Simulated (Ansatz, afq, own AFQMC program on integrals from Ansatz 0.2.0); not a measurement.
# SiNH4 (quartet): quantum Monte Carlo beside coupled cluster at distance Si1–H5 along a hydrogen transfer = 1.584 Å, cc-pVTZ

How near does AFQMC come to the top of the ladder for SiNH4 (quartet)?

The runs use Ansatz 0.2.0, Gaussian basis, and an in-house AFQMC program (afq) on its integrals; all values are calculated; cc-pVTZ, frozen cores.

The runs, in order: PBE (unrestricted); r2SCAN (unrestricted); CCSD(T) on UHF; PBE0 (unrestricted); B3LYP (unrestricted); wB97M-V (unrestricted); B2PLYP (unrestricted); Phaseless AFQMC, CISD trial on UHF; Phaseless AFQMC, single-determinant trial on UHF.

**1. The system**

The geometry derives from fragments relaxed apart (PBE0/def2-TZVP) and kept rigid, so it is no stationary point. A hydrogen atom is moved between rigid fragments.

6 atoms, charge 0, spin multiplicity 4.

Atoms are counted from 1 here; the program's logs count them from 0.

Bond lengths: Si1–H2 1.485 Å, Si1–H3 1.485 Å, Si1–H4 1.485 Å, Si1–H5 1.584 Å, H5–N6 1.289 Å. Angles: H2–Si1–H3 109.5°, H2–Si1–H4 109.5°, H2–Si1–H5 109.5°, H3–Si1–H4 109.5°, H3–Si1–H5 109.5°, H4–Si1–H5 109.5°, Si1–H5–N6 180.0°.

**2. PBE (unrestricted)**

Contents of in.yaml:

```yaml
crystal:
  periodic: [false, false, false]
  atoms:
    - {symbol: Si, position_ang: [-0.874631, 0.000000, 0.000000]}
    - {symbol: H, position_ang: [-1.369502, 1.399708, 0.000000]}
    - {symbol: H, position_ang: [-1.369502, -0.699854, 1.212183]}
    - {symbol: H, position_ang: [-1.369502, -0.699854, -1.212183]}
    - {symbol: H, position_ang: [0.709369, 0.000000, 0.000000]}
    - {symbol: N, position_ang: [1.998369, 0.000000, 0.000000]}
basis:
  gaussian: {orbitals: cc-pVTZ}
magnetization: {spin_polarized: true, initial_magnetization: 3}
hamiltonian: {xc: {name: PBE}}
output: {orbitals: {seedname: orbitals}}
```

Command:

```bash
> ansatz run in.yaml --threads 1 --pin off --events-out ev --progress --plain --max-ram 5632MiB --backend cpu
```

The log of the run:

```text
Functional definition: PBE
  name "PBE"
  cite "Perdew, Burke & Ernzerhof, Phys. Rev. Lett. 77, 3865 (1996) doi:10.1103/PhysRevLett.77.3865"
  parent pbe
  parameter kappa = 0.804
  parameter beta = 0.06672455060314922
  exchange = pbe_x(kappa = kappa, mu = beta*pi^2/3)
  correlation = pbe_c(beta = beta)
690 factors; their error is unknown
mean field evaluation 1: about -9420.5995 eV, gradient 1.4e1 eV
mean field evaluation 2: about -9420.9877 eV, gradient 1.2e1 eV
mean field evaluation 4: about -9421.7133 eV, gradient 1.0e0 eV
mean field evaluation 8: about -9421.6917 eV, gradient 1.5e-1 eV
mean field evaluation 16: about -9421.6917 eV, gradient 4.3e-5 eV
mean field -9421.69174922 eV, -346.2407855318 hartree, gradient 4.3e-5 eV, S^2 3.755878; 0 other end points of the search recorded, 0 dependent functions left out
reference -9421.69178247 eV, -346.2407867538 hartree; 14, 11 occupied and 106, 109 virtual orbitals, 690 factors
Total energy: -9421.69178247 eV, -346.2407867538 hartree
```

Run time: 1.7 s. Hardware: 1 thread of AMD EPYC 7R13 (Zen 3), shared host; peak memory 1.7 GiB.

From the report: ⟨S²⟩ of the determinant 3.756 (pure quartet: 3.75).

**3. r2SCAN (unrestricted)**

Edit in.yaml of step 2 so:

```diff
@@ -12,3 +12,2 @@
 magnetization: {spin_polarized: true, initial_magnetization: 3}
-hamiltonian: {xc: {name: PBE}}
-output: {orbitals: {seedname: orbitals}}
+hamiltonian: {xc: {name: r2SCAN}}
```

The command is unchanged.

The log of the run:

```text
Functional definition: r2SCAN
  name "r2SCAN"
  cite "Furness, Kaplan, Ning, Perdew & Sun, J. Phys. Chem. Lett. 11, 8208 (2020) doi:10.1021/acs.jpclett.0c02405"
  cite "Furness, Kaplan, Ning, Perdew & Sun, J. Phys. Chem. Lett. 11, 9248 (2020) doi:10.1021/acs.jpclett.0c03077"
  parent r2scan
  parameter k0 = 0.174
  parameter k1 = 0.065
  parameter a1 = 4.9479
  exchange = r2scan_x(k0 = k0, k1 = k1, a1 = a1)
  correlation = r2scan_c
690 factors; their error is unknown
mean field evaluation 1: about -9425.7071 eV, gradient 1.2e1 eV
mean field evaluation 2: about -9426.1790 eV, gradient 8.0e0 eV
mean field evaluation 4: about -9426.4667 eV, gradient 9.5e-1 eV
mean field evaluation 8: about -9426.4400 eV, gradient 1.6e-1 eV
mean field evaluation 16: about -9426.4401 eV, gradient 5.0e-5 eV
mean field -9426.44005825 eV, -346.4152826701 hartree, gradient 5.0e-5 eV, S^2 3.762448; 0 other end points of the search recorded, 0 dependent functions left out
reference -9426.44006980 eV, -346.4152830945 hartree; 14, 11 occupied and 106, 109 virtual orbitals, 690 factors
Total energy: -9426.44006980 eV, -346.4152830945 hartree
```

It took 4.2 s on 1 thread of AMD EPYC 7R13 (Zen 3), shared host; peak memory 1.7 GiB.

From the report: ⟨S²⟩ of the determinant 3.762 (pure quartet: 3.75).

**4. CCSD(T) on UHF**

Edit in.yaml of step 3 so:

```diff
@@ -12,2 +12,2 @@
 magnetization: {spin_polarized: true, initial_magnetization: 3}
-hamiltonian: {xc: {name: r2SCAN}}
+correlation: {method: ccsd_t, electrons: outside_noble_gas, hamiltonian_folder: ham}
```

Command:

```bash
> ansatz run in.yaml --threads 1 --pin off --events-out ev --progress --plain --max-ram 16896MiB --backend cuda --devices 0, --max-vram 18GiB
```

The log of the run (excerpt; [...] marks lines left out):

```text
Functional definition: HF
  name "HF"
  cite "Fock, Z. Phys. 61, 126 (1930) doi:10.1007/BF01340294"
  parent pbe
[...]
685 factors; integrals over basis functions are off by at most 1.0e-3 eV
[...]
mean field -9404.23937326 eV, -345.5994225448 hartree, gradient 3.5e-6 eV, S^2 3.783663; 0 other end points of the search recorded, 0 dependent functions left out
6 core orbitals not correlated: weight in the atoms' cores, before any rotation towards them, 1.000 or more for the frozen orbitals, at most 0.000 for the correlated occupied ones
reference -9404.23937326 eV, -345.5994225448 hartree; 8, 5 occupied and 106, 109 virtual orbitals, 685 factors
second order -7.07171013 eV of doubles, -0.00000000 eV of singles
cycle   1  -7.96410713 eV  change   -8.9e-1 eV  update   7.0e-2
[...]
cycle  10  -8.33746072 eV  change    4.2e-6 eV  update   1.2e-5
perturbative correction -0.24076591 eV, -0.0088479839 hartree
Total energy: -9412.81759988 eV, -345.9146665588 hartree
```

It took 6 s on 1 × NVIDIA H100 80GB HBM3 with 1 thread of AMD EPYC 7R13 (Zen 3), shared host; peak host memory 1.7 GiB.

From the report: ⟨S²⟩ of the determinant 3.784 (pure quartet: 3.75); correlation -8.5782 eV; T1 0.017; largest double amplitude 0.03.

This run also writes the integrals to the folder ham.

**5. PBE0 (unrestricted)**

Edit in.yaml of step 4 so:

```diff
@@ -12,2 +12,3 @@
 magnetization: {spin_polarized: true, initial_magnetization: 3}
-correlation: {method: ccsd_t, electrons: outside_noble_gas, hamiltonian_folder: ham}
+hamiltonian: {xc: {name: PBE0}}
+output: {orbitals: {seedname: orbitals}}
```

Command:

```bash
> ansatz run in.yaml --threads 1 --pin off --events-out ev --progress --plain --max-ram 5632MiB --backend cpu
```

The log of the run:

```text
Functional definition: PBE0
  name "PBE0"
  cite "Adamo & Barone, J. Chem. Phys. 110, 6158 (1999) doi:10.1063/1.478522"
  cite "Perdew, Burke & Ernzerhof, Phys. Rev. Lett. 77, 3865 (1996) doi:10.1103/PhysRevLett.77.3865"
  parent pbe
  parameter a = 0.25
  parameter kappa = 0.804
  parameter beta = 0.06672455060314922
  exchange = (1 - a)*pbe_x(kappa = kappa, mu = beta*pi^2/3) + a*exact_x
  correlation = pbe_c(beta = beta)
702 factors; their error is unknown
mean field evaluation 1: about -9422.2216 eV, gradient 9.0e0 eV
mean field evaluation 2: about -9422.5670 eV, gradient 5.0e0 eV
mean field evaluation 4: about -9422.6815 eV, gradient 5.4e-1 eV
mean field evaluation 8: about -9422.7144 eV, gradient 1.4e-1 eV
mean field evaluation 16: about -9422.7144 eV, gradient 5.6e-5 eV
mean field -9422.71444613 eV, -346.2783689502 hartree, gradient 5.6e-5 eV, S^2 3.760355; 0 other end points of the search recorded, 0 dependent functions left out
reference -9422.71447116 eV, -346.2783698700 hartree; 14, 11 occupied and 106, 109 virtual orbitals, 702 factors
Total energy: -9422.71447116 eV, -346.2783698700 hartree
```

Wall time 1.9 s (1 thread of AMD EPYC 7R13 (Zen 3), shared host); peak memory 1.7 GiB.

From the report: ⟨S²⟩ of the determinant 3.760 (pure quartet: 3.75).

**6. B3LYP (unrestricted)**

Edit in.yaml of step 5 so:

```diff
@@ -12,3 +12,2 @@
 magnetization: {spin_polarized: true, initial_magnetization: 3}
-hamiltonian: {xc: {name: PBE0}}
-output: {orbitals: {seedname: orbitals}}
+hamiltonian: {xc: {name: B3LYP}}
```

Same command.

The log of the run (excerpt; [...] marks lines left out):

```text
Functional definition: B3LYP
  name "B3LYP"
  cite "Stephens, Devlin, Chabalowski & Frisch, J. Phys. Chem. 98, 11623 (1994) doi:10.1021/j100096a001"
  cite "Becke, Phys. Rev. A 38, 3098 (1988) doi:10.1103/PhysRevA.38.3098"
  cite "Lee, Yang & Parr, Phys. Rev. B 37, 785 (1988) doi:10.1103/PhysRevB.37.785"
  cite "Vosko, Wilk & Nusair, Can. J. Phys. 58, 1200 (1980) doi:10.1139/p80-159"
[...]
699 factors; their error is unknown
[...]
mean field -9428.66175002 eV, -346.4969283368 hartree, gradient 1.8e-5 eV, S^2 3.758772; 0 other end points of the search recorded, 0 dependent functions left out
reference -9428.66196733 eV, -346.4969363229 hartree; 14, 11 occupied and 106, 109 virtual orbitals, 699 factors
Total energy: -9428.66196733 eV, -346.4969363229 hartree
```

Wall time 2.1 s (1 thread of AMD EPYC 7R13 (Zen 3), shared host); peak memory 2.1 GiB.

From the report: ⟨S²⟩ of the determinant 3.759 (pure quartet: 3.75).

**7. wB97M-V (unrestricted)**

Edit in.yaml of step 6 so:

```diff
@@ -12,2 +12,3 @@
 magnetization: {spin_polarized: true, initial_magnetization: 3}
-hamiltonian: {xc: {name: B3LYP}}
+hamiltonian: {xc: {name: wB97M-V}}
+output: {orbitals: {seedname: orbitals}}
```

Same command.

The log of the run (excerpt; [...] marks lines left out):

```text
Functional definition: wB97M-V
  name "wB97M-V"
  cite "Mardirossian & Head-Gordon, J. Chem. Phys. 144, 214110 (2016) doi:10.1063/1.4952647"
  cite "Becke, J. Chem. Phys. 107, 8554 (1997) doi:10.1063/1.475007"
  cite "Vydrov & Van Voorhis, J. Chem. Phys. 133, 244103 (2010) doi:10.1063/1.3521275"
  # Of w^i u^j: cxij and so on, Table III.
[...]
  gx(w, u) = 1 - cx + cx01*u + cx10*w
  gss(w, u) = css00 + css04*u^4 + css10*w + css20*w^2 + css43*w^4*u^3
  gos(w, u) = cos00 + cos10*w + (cos20 + cos21*u)*w^2 + (cos60 + cos61*u)*w^6
[...]
      + integral(e_c_pw_mod_opposite_spin*gos(b97_w_opposite, b97_u_opposite)) + vv10(b, c)
699 factors; their error is unknown
163 factors; integrals over basis functions are off by at most 6.9e-5 eV
[...]
mean field -9426.25684138 eV, -346.4085495743 hartree, gradient 4.7e-5 eV, S^2 3.759336; 0 other end points of the search recorded, 0 dependent functions left out
reference -9426.25688062 eV, -346.4085510165 hartree; 14, 11 occupied and 106, 109 virtual orbitals, 699 factors
Total energy: -9426.25688062 eV, -346.4085510165 hartree
```

Run time: 7 s. Hardware: 1 thread of AMD EPYC 7R13 (Zen 3), shared host; peak memory 2.1 GiB.

From the report: ⟨S²⟩ of the determinant 3.759 (pure quartet: 3.75).

**8. B2PLYP (unrestricted)**

Edit in.yaml of step 7 so:

```diff
@@ -12,3 +12,3 @@
 magnetization: {spin_polarized: true, initial_magnetization: 3}
-hamiltonian: {xc: {name: wB97M-V}}
-output: {orbitals: {seedname: orbitals}}
+hamiltonian: {xc: {name: B2PLYP}}
+correlation: {electrons: outside_noble_gas}
```

Same command.

The log of the run (excerpt; [...] marks lines left out):

```text
Functional definition: B2PLYP
  name "B2PLYP"
  cite "Grimme, J. Chem. Phys. 124, 034108 (2006) doi:10.1063/1.2148954"
  cite "Becke, Phys. Rev. A 38, 3098 (1988) doi:10.1103/PhysRevA.38.3098"
  cite "Lee, Yang & Parr, Phys. Rev. B 37, 785 (1988) doi:10.1103/PhysRevB.37.785"
[...]
685 factors; integrals over basis functions are off by at most 1.0e-3 eV
[...]
mean field -9420.90989434 eV, -346.2120528948 hartree, gradient 6.6e-6 eV, S^2 3.767457; 0 other end points of the search recorded, 0 dependent functions left out
6 core orbitals not correlated: weight in the atoms' cores, before any rotation towards them, 1.000 or more for the frozen orbitals, at most 0.000 for the correlated occupied ones
reference -9420.91003177 eV, -346.2120579455 hartree; 8, 5 occupied and 106, 109 virtual orbitals, 685 factors
second order -8.74553396 eV of doubles, -0.00000000 eV of singles
Total energy: -9423.27132594 eV, -346.2988339057 hartree
```

Run time: 3 s. Hardware: 1 thread of AMD EPYC 7R13 (Zen 3), shared host; peak memory 2.1 GiB.

From the report: ⟨S²⟩ of the determinant 3.767 (pure quartet: 3.75).

**9. Phaseless AFQMC, CISD trial on UHF**

It reads the integrals that the CCSD(T) run on this determinant wrote.

Command:

```bash
> afq ham --method phaseless --trial cisd --walkers 600 --populations 10 --least-time 60 --time-step 0.005 --steps-per-block 50 --equilibration-blocks 28 --max-blocks 4000 --target-error 0.00021 --factor-cut 1e-05 --start spin_pure --seed 6987 --release-times 0.24,0.51,0.99,1.62,2.4 --release-step 0.03 --release-every 3 --taylor-order 6
```

The log of the run:

```text
orbitals 114  electrons 8 5  factors 681 of 685
reference energy -345.59942254 Eh
CCSD correlation -0.30639620 Eh in 12 cycles, weight of the determinant in the CISD state 0.8708
energy of the start -345.904541 Eh
 block  time / (1/Eh)  mean weight  energy / Eh
     1     0.250  0.9985  -345.901646
     2     0.500  1.0001  -345.904913
     3     0.750  1.0007  -345.908397
     4     1.000  0.9995  -345.910643
     5     1.250  1.0005  -345.911771
     6     1.500  1.0005  -345.913939
     7     1.750  0.9995  -345.913361
     8     2.000  0.9994  -345.914481
     9     2.250  0.9995  -345.913709
    10     2.500  1.0002  -345.912541
    11     2.750  1.0005  -345.913558
    13     3.250  0.9998  -345.913309
    15     3.750  1.0007  -345.916280
    17     4.250  1.0001  -345.914905
    19     4.750  0.9999  -345.915173
    21     5.250  1.0000  -345.916755
    23     5.750  1.0002  -345.914936
    25     6.250  1.0004  -345.915792
    27     6.750  1.0006  -345.915887
    29     7.250  0.9993  -345.918706
    31     7.750  0.9998  -345.916209
    33     8.250  1.0008  -345.915458
    35     8.750  1.0009  -345.913462
    37     9.250  1.0005  -345.915179
    39     9.750  1.0002  -345.915292
    41    10.250  0.9999  -345.914866
    43    10.750  1.0015  -345.914782
    45    11.250  0.9994  -345.916430
    47    11.750  0.9986  -345.914892
    49    12.250  0.9991  -345.913820
    51    12.750  0.9997  -345.915303
    53    13.250  0.9997  -345.915776
    55    13.750  1.0013  -345.915817
    57    14.250  0.9989  -345.917282
    59    14.750  0.9994  -345.917392
    61    15.250  0.9999  -345.917825
    63    15.750  1.0007  -345.917697
    65    16.250  1.0004  -345.916777
    67    16.750  1.0006  -345.916921
    69    17.250  0.9991  -345.917772
    71    17.750  1.0002  -345.917459
    73    18.250  0.9993  -345.916658
    75    18.750  1.0005  -345.917380
    77    19.250  1.0003  -345.915098
    79    19.750  0.9992  -345.913754
    81    20.250  0.9986  -345.913514
    83    20.750  0.9997  -345.915799
    85    21.250  1.0000  -345.916891
    87    21.750  1.0004  -345.915518
error from the spread of 10 populations
released: time / (1/Eh)  energy / Eh  error  mean overlap
  0.24  -345.915996  0.000226  1.0059
  0.51  -345.916277  0.000241  0.9977
  0.99  -345.916512  0.000277  0.9942
  1.62  -345.916263  0.000262  0.9964
  2.40  -345.917286  0.000463  0.9773
energy -345.916026 +/- 0.000188 Eh
```

Wall time 2 min (1 × NVIDIA H100 80GB HBM3 with 2 threads of AMD EPYC 7R13 (Zen 3), shared host); peak host memory 2.1 GiB.

Energy -9412.8546 ± 0.0051 eV. Caveats: constraint bias not in the error.

**10. Phaseless AFQMC, single-determinant trial on UHF**

It reads the integrals that the CCSD(T) run on this determinant wrote.

Command:

```bash
> afq ham --method phaseless --trial hf --walkers 600 --populations 10 --least-time 40 --time-step 0.005 --steps-per-block 20 --equilibration-blocks 112 --max-blocks 4000 --target-error 0.0010500000000000002 --factor-cut 1e-05 --start spin_pure --seed 176 --taylor-order 6
```

The log of the run:

```text
orbitals 114  electrons 8 5  factors 681 of 685
reference energy -345.59942254 Eh
CCSD correlation -0.30639620 Eh in 12 cycles, weight of the determinant in the CISD state 0.8708
energy of the start -345.600237 Eh
 block  time / (1/Eh)  mean weight  energy / Eh
     1     0.100  1.0013  -345.682991
     2     0.200  1.0026  -345.738854
     3     0.300  1.0020  -345.774799
     4     0.400  1.0031  -345.798745
     5     0.500  1.0024  -345.815236
     6     0.600  1.0014  -345.827825
     7     0.700  0.9990  -345.838040
     8     0.800  1.0013  -345.845338
     9     0.900  1.0012  -345.856215
    10     1.000  0.9997  -345.866026
    12     1.200  0.9994  -345.879835
    23     2.300  0.9992  -345.904061
    34     3.400  0.9997  -345.916744
    45     4.500  1.0002  -345.924136
    56     5.600  0.9996  -345.928768
    67     6.700  0.9994  -345.909355
    78     7.800  0.9993  -345.908291
    89     8.900  0.9997  -345.909495
   100    10.000  1.0000  -345.927228
   111    11.100  1.0005  -345.916808
   122    12.200  1.0002  -345.918389
   133    13.300  1.0005  -345.908472
   144    14.400  0.9992  -345.917807
   155    15.500  0.9983  -345.905113
   166    16.600  0.9999  -345.918340
   177    17.700  0.9993  -345.917479
   188    18.800  1.0003  -345.927285
   199    19.900  0.9999  -345.933370
   210    21.000  0.9987  -345.917211
   221    22.100  1.0009  -345.910046
   232    23.200  0.9998  -345.914062
   243    24.300  1.0006  -345.921886
   254    25.400  0.9999  -345.908215
   265    26.500  1.0010  -345.916258
   276    27.600  1.0002  -345.915073
   287    28.700  0.9990  -345.916076
   298    29.800  1.0001  -345.916543
   309    30.900  0.9996  -345.902377
   320    32.000  1.0005  -345.916754
   331    33.100  1.0006  -345.926969
   342    34.200  0.9996  -345.916463
   353    35.300  0.9998  -345.916628
   364    36.400  1.0010  -345.915445
   375    37.500  0.9995  -345.911093
   386    38.600  0.9991  -345.916358
   397    39.700  0.9996  -345.910883
   408    40.800  1.0005  -345.912739
   419    41.900  0.9991  -345.917905
   430    43.000  0.9994  -345.916487
   441    44.100  0.9986  -345.922783
   452    45.200  1.0007  -345.919255
   463    46.300  0.9998  -345.913072
error from the spread of 10 populations
energy -345.915257 +/- 0.001239 Eh
```

It took 92 s on 1 × NVIDIA H100 80GB HBM3 with 2 threads of AMD EPYC 7R13 (Zen 3), shared host; peak host memory 2.1 GiB.

Energy -9412.8337 ± 0.0337 eV. Caveats: constraint bias not in the error.

**11. All levels side by side**

On the UHF determinant, counted from CCSD(T) (a yardstick, not exact):

| level | energy (eV) | from CCSD(T) (kcal/mol) | statistical error (kcal/mol) | time |
| --- | --- | --- | --- | --- |
| HF | -9404.2394 | +197.82 |  |  |
| MP2 | -9411.3111 | +34.74 |  |  |
| CCSD | -9412.5768 | +5.55 |  |  |
| CCSD(T) | -9412.8176 | 0.00 |  |  |
| Phaseless AFQMC, CISD trial, step 0.005, 600 walkers | -9412.8546 | -0.85 | 0.12 | 2 min |
| Phaseless AFQMC, single-determinant trial, step 0.005, 600 walkers | -9412.8337 | -0.37 | 0.78 | 92 s |

The functionals' totals stand on their own zeros and serve differences with other points: PBE -9421.692 eV; r2SCAN -9426.440 eV; PBE0 -9422.714 eV; B3LYP -9428.662 eV; wB97M-V -9426.257 eV; B2PLYP -9423.271 eV.

**12. Summary of results**

```
                                                     quantity                  value
              Phaseless AFQMC, CISD trial on UHF from CCSD(T)  -0.85 ± 0.12 kcal/mol
Phaseless AFQMC, single-determinant trial on UHF from CCSD(T)  -0.37 ± 0.78 kcal/mol
```

On UHF the phaseless walk with the CISD trial lies -0.85 kcal/mol from CCSD(T), 7 times its error bar. Error bars are statistical and leave out the constraint, the time step and what remains of the start.
